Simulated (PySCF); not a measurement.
## Bonding in acrylonitrile

Acrylonitrile, C3H3N.
SMILES with atom numbers: `[CH2:1]=[CH:2][C:3]#[N:4]` (hydrogens: H5, H6 on C1; H7 on C2)

Cartesian coordinates in Å at the PBE0-D3(BJ)/def2-SVP level; atoms count from 1:
```
atom  x, y, z in Å
C1    -1.0238    0.2621   -0.0015
C2     0.0940   -0.4722   -0.0381
C3     1.4020    0.0959    0.0420
N4     2.4700    0.5430    0.1050
H5    -0.9925    1.3499    0.0935
H6    -2.0027   -0.2168   -0.0670
H7     0.0529   -1.5616   -0.1338
```

Bond orders from the PBE0/pcSseg-1 density (PySCF). Isolated species at its PBE0-D3(BJ)/def2-SVP geometry, gas phase.

(1) How far do the computed orders between heavy atoms stray from the drawn ones?

(2) Give the Mayer order of every bond, beside its length.

## Answers

(1) The largest departure is 0.090, at C1–C2 (drawn double, 1.910).

(2) 
```tsv
bond	drawn as	length (Å)	Mayer order
C1–C2	double	1.338	1.910
C2–C3	single	1.428	1.042
C3–N4	triple	1.160	2.997
C1–H5	single	1.092	0.952
C1–H6	single	1.092	0.949
C2–H7	single	1.094	0.932
```

By pair of heavy elements: C–C: lowest C2–C3 (1.042, 1.428 Å), highest C1–C2 (1.910, 1.338 Å).

Sum the orders of all bonds at each heavy atom with more than one neighbour and set the sums beside the valence in the SMILES.

C1 3.811 (drawn 4), C2 3.884 (drawn 4), C3 4.039 (drawn 4). Orders between atoms that aren't bonded are not in these sums.

For a closed shell the Mayer order of atoms A and B is Σ (PS)μν (PS)νμ over the basis functions μ on A and ν on B, with P the density and S the overlap matrix.
